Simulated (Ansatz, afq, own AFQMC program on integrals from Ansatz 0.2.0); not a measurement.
Integrals from Ansatz 0.2.0, then the random walk in our own AFQMC program (afq).

```yaml
crystal:
  periodic: [false, false, false]
  atoms:
    - {symbol: Al, position_ang: [0.000000, 0.000000, 0.110806]}
    - {symbol: C, position_ang: [0.000000, 0.000000, -1.812723]}
    - {symbol: H, position_ang: [0.000000, 0.000000, 1.701917]}
basis:
  gaussian: {orbitals: 6-31G}
magnetization: {spin_polarized: false}
correlation: {method: ccsd_t, electrons: outside_noble_gas, hamiltonian_folder: ham}
```

```sh
$ ansatz run in.yaml --threads 1 --pin off --events-out ev --progress --plain --max-ram 1843MiB
```

afq runs on the folder ham with

```
--method phaseless --trial cisd --walkers 160 --populations 1 --least-time 40 --time-step 0.02 --steps-per-block 10 --equilibration-blocks 15 --max-blocks 300 --target-error 0.00068 --factor-cut 1e-06 --seed 2000 --release-times 0.3,0.6,0.9,1.2 --release-step 0.1 --release-every 5 --taylor-order 6
```

Times are imaginary, in 1/Eh. The walk had a cap of 124 s.

afq prints:

```
orbitals 18  electrons 4 4  factors 122 of 297
reference energy -280.06288847 Eh
CCSD correlation -0.14020580 Eh in 17 cycles, weight of the determinant in the CISD state 0.8507
energy of the start -280.203094 Eh
 block  time / (1/Eh)  mean weight  energy / Eh
     1     0.200  0.9979  -280.201726
     2     0.400  1.0009  -280.201321
     3     0.600  0.9981  -280.201923
     4     0.800  1.0010  -280.202589
     5     1.000  0.9983  -280.204047
     7     1.400  0.9983  -280.205894
     9     1.800  1.0000  -280.206537
    11     2.200  0.9992  -280.203818
    21     4.200  1.0007  -280.208625
    31     6.200  0.9979  -280.207292
    41     8.200  0.9985  -280.212328
    51    10.200  1.0071  -280.211545
    61    12.200  0.9964  -280.211185
    71    14.200  0.9942  -280.211950
    81    16.200  0.9980  -280.213144
    86    17.200  0.9987  -280.217867
    91    18.200  0.9959  -280.208265
   101    20.200  1.0005  -280.207306
   111    22.200  0.9993  -280.207782
   121    24.200  1.0018  -280.207955
   131    26.200  1.0018  -280.207394
   136    27.200  1.0044  -280.205266
   141    28.200  0.9988  -280.205996
   151    30.200  0.9983  -280.212137
   161    32.200  0.9893  -280.209364
   171    34.200  1.0000  -280.209280
   181    36.200  0.9943  -280.209183
   191    38.200  1.0002  -280.210059
   201    40.200  1.0026  -280.208814
   211    42.200  1.0014  -280.208504
blocks merged  error / Eh  count
     1  0.000245  200
     2  0.000296  100
     4  0.000321  50
     8  0.000373  25
    16  0.000428  12
released: time / (1/Eh)  energy / Eh  error  mean overlap
  0.30  -280.211229  0.000627  0.9900
  0.60  -280.211786  0.000532  0.9789
  0.90  -280.211587  0.000678  0.9755
  1.20  -280.211470  0.000681  0.9808
energy -280.209715 +/- 0.000373 Eh
(rows thinned)
```

The run passed its tests (sampling time, drift between the halves within three errors, error under three times the target), which doesn't prove that it has relaxed.

Against this walk (error 10.2 meV) on the same determinant: CCSD(T) 5.0 meV higher (within the noise), CCSDT(Q) 81.1 meV lower, CCSDTQ 109.8 meV lower, full CI 115.6 meV lower, a separate phaseless walk with a CISD trial and standard settings 17.6 ± 13.3 meV lower (within the noise). The error is statistical and leaves out the bias of the constraint. Released to 1.20 1/Eh the energy lies 48 ± 21 meV (both errors) below the phaseless value, which shows part or all of the bias of the constraint, and full CI lies 67.8 meV below the released value. Full CI is exact here, so the walk's 116 meV above it is the walk's own error: the bias of the constraint with this trial. The determinant is a poor start (see the cautions), so the low cluster orders aren't to be relied on, and full CI is the sure value.

Cautions: constraint bias not in the error; higher spins were not checked; restricted determinant unstable towards unrestricted (UHF 945 meV lower, ⟨S²⟩ 1.00); strong correlation (T1 0.031, weight of the determinant 0.85, largest double 0.18); the CCSDTQ amplitudes may be one of several solutions (largest double 0.74); the determinant fills πx and πy unequally, so it mixes two states of the linear molecule, and each level undoes that mixture to a different degree, while full CI gives the lower state, and by Hund's rule a triplet of that filling probably lies lower still; CCSDTQ on the UHF determinant differs (783 meV lower), perhaps since the unrestricted series falls towards higher spin; the time-step error isn't removed.

The walk took 37 s on 1 thread of Intel(R) Xeon(R) Platinum 8488C (Sapphire Rapids) (shared host). The log's last line is the phaseless energy.

CCSDT and higher add their correlation energy to the determinant of the CCSD(T) run, since their own runs factorise the integrals more tightly (a shift of under 2 meV).
